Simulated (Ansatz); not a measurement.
Eight cases of bond dissociation energy with Al to Br (electronic energies, kJ/mol), geometries: B3LYP-D3(BJ)/def2-TZVP. Functionals by Ansatz (a program for electronic structure) in def2-TZVPD; columns hold the difference against the high level (Ansatz, AFQMC by cisd_afqmc): A = CCSD(T)/CBS(cc-pV(Q+d)Z,cc-pV(5+d)Z) + [CCSDT(Q) - CCSD(T)]/cc-pV(Q+d)Z + [CCSDTQ - CCSDT(Q)]/cc-pV(D+d)Z + core + X2C; B = CCSD(T)/CBS(cc-pV(Q+d)Z,cc-pV(5+d)Z) + [CCSDT(Q) - CCSD(T)]/cc-pV(T+d)Z + [CCSDTQ - CCSDT(Q)]/cc-pV(D+d)Z + core + X2C; C = CCSD(T)/CBS(cc-pV(Q+d)Z,cc-pV(5+d)Z) + [CCSDT(Q) - CCSD(T)]/cc-pV(T+d)Z + core + X2C; D = CCSD(T)/CBS(cc-pV(T+d)Z,cc-pV(Q+d)Z) + [CCSDT(Q) - CCSD(T)]/cc-pV(D+d)Z + core + X2C. The cases were drawn at random from those of this class that have a high level and all functionals, leaving out states under which another spin lies or may lie. Left out are anions, K, Ca, elements past Kr, ionisation of Li, Na and Mg, pi-pi* triplets of linear molecules and other triplets made from a closed-shell parent. Runs that doubt their state, and full CI more than 15 mEh from coupled cluster, are set aside; a case stays where another high level and all functionals remain. AFQMC serves as high level only in triple zeta or larger, with a steady walk, a bar under 0.8 kcal/mol and agreement with other high levels or trials where they ran; where none ran, an unstable determinant or (outside 3d species) a high T1 diagnostic also bars it, so strongly correlated cases are thinned. No case was kept or dropped by the size of a functional's miss. Each difference is the functional minus the high level; affinities count positive where energy is released, gaps as the second state minus the first. UHF or UKS for unpaired electrons; spin-orbit terms are left out. CBS(X,Y): correlation extrapolated as X^-3, Hartree-Fock from the larger set (Q,5: extrapolated as (X+1)exp(-9√X)). A bracket is a step between two methods taken in the basis named. The functionals are non-relativistic, so their misses hold any scalar relativity. 'core' is core correlation in cc-pwCVTZ (1s frozen past Ne), 'X2C' scalar relativity in cc-pVTZ-DK, both at CCSD(T). Where a partner has so few electrons that a lower coupled-cluster level is exact, that level stands in.

```json
[
 {"case": "C2H4ClF ((1S)-1-chloro-1-fluoroethane, SMILES C[C@@H](F)Cl) → C2H4Cl (SMILES C[CH]Cl, doublet) + F (doublet)", "level": "D", "value": "484.0", "PBE": "4.5", "PBE0": "-20.8", "B3LYP": "-23.5"},
 {"case": "C3H7Cl (1-chloropropane, SMILES CCCCl) → C2H5 (SMILES [CH2]C, doublet) + CH2Cl (SMILES [CH2]Cl, doublet)", "level": "D", "value": "397.5", "PBE": "-24.5", "PBE0": "-24.3", "B3LYP": "-40.2"},
 {"case": "HOCl (SMILES ClO) → OCl (SMILES [O]Cl, doublet) + H (doublet)", "level": "B", "value": "422.1", "PBE": "-31.0", "PBE0": "-24.8", "B3LYP": "-20.2"},
 {"case": "CH6Si (methylsilane, SMILES C[SiH3]) → CH3 (SMILES [CH3], doublet) + SiH3 (SMILES [SiH3], doublet)", "level": "C", "value": "390.6", "PBE": "-16.3", "PBE0": "-17.2", "B3LYP": "-26.1"},
 {"case": "Cl2 (SMILES ClCl) → 2 Cl (doublet)", "level": "A", "value": "250.1", "PBE": "24.5", "PBE0": "-1.5", "B3LYP": "-18.1"},
 {"case": "CH6Si (methylsilane, SMILES C[SiH3]) → CH5Si (SMILES [CH2][SiH3], doublet) + H (doublet)", "level": "D", "value": "455.5", "PBE": "-15.2", "PBE0": "-16.3", "B3LYP": "-11.7"},
 {"case": "H5Si2OF (fluoro(silyloxy)silane, SMILES F[SiH2]O[SiH3]) → H3SiO (SMILES [O][SiH3], doublet) + SiH2F (SMILES F[SiH2], doublet)", "level": "D", "value": "602.8", "PBE": "-62.5", "PBE0": "-47.5", "B3LYP": "-51.6"},
 {"case": "H2S2 (SMILES SS) → HS2 (SMILES [S]S, doublet) + H (doublet)", "level": "B", "value": "326.2", "PBE": "-22.0", "PBE0": "-16.4", "B3LYP": "-13.7"}
]
```

Over these rows, PBE: mean -17.8, mean absolute 25.1, median absolute 23.2, largest -62.5; PBE0: mean -21.1, mean absolute 21.1, median absolute 19.0, largest -47.5; B3LYP: mean -25.6, mean absolute 25.6, median absolute 21.9, largest -51.6 kJ/mol. PBE lies above in 2 and below in 6 of the eight.
